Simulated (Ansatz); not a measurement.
BaCu2GeS4 (P3₁21, No. 152; cell taken from a computed entry) was calculated with PBEsol (Ansatz, a first-principles code, plane waves, PAW).

Run with plane-wave cutoff 520 eV, 6×6×4 k mesh (along the axes of the cell as run), Fermi–Dirac smearing 0.01 eV, no spin polarisation, scalar-relativistic PAW data made under PBE.

Cell (relaxed with PBEsol):

```cif
data_Ba3Cu6Ge3S12
_chemical_formula_sum 'Ba3 Cu6 Ge3 S12'
_space_group_name_H-M_alt 'P3121'
_space_group_IT_number 152
_space_group_name_Hall 'P 31 2"'
_cell_length_a 6.16853
_cell_length_b 6.16853
_cell_length_c 15.25950
_cell_angle_alpha 90.000
_cell_angle_beta 90.000
_cell_angle_gamma 120.000
loop_
_atom_site_label
_atom_site_type_symbol
_atom_site_symmetry_multiplicity
_atom_site_Wyckoff_symbol
_atom_site_fract_x
_atom_site_fract_y
_atom_site_fract_z
_atom_site_occupancy
Ba1 Ba 3 b 0.43533 0.43533 0.50000 1
Cu1 Cu 6 c 0.42494 0.35777 0.25512 1
Ge1 Ge 3 a 0.28989 0.28989 0.00000 1
S1 S 6 c 0.09884 0.33410 0.33511 1
S2 S 6 c 0.51005 0.04649 0.21817 1
```

**Question.** Give the computed band gap.

**Answer.** 
* **band gap**: 1.06 eV

Spin–orbit coupling is not included.

The computed numbers hold no vibrational or temperature effects.

Computing time: very roughly 22 core-minutes.
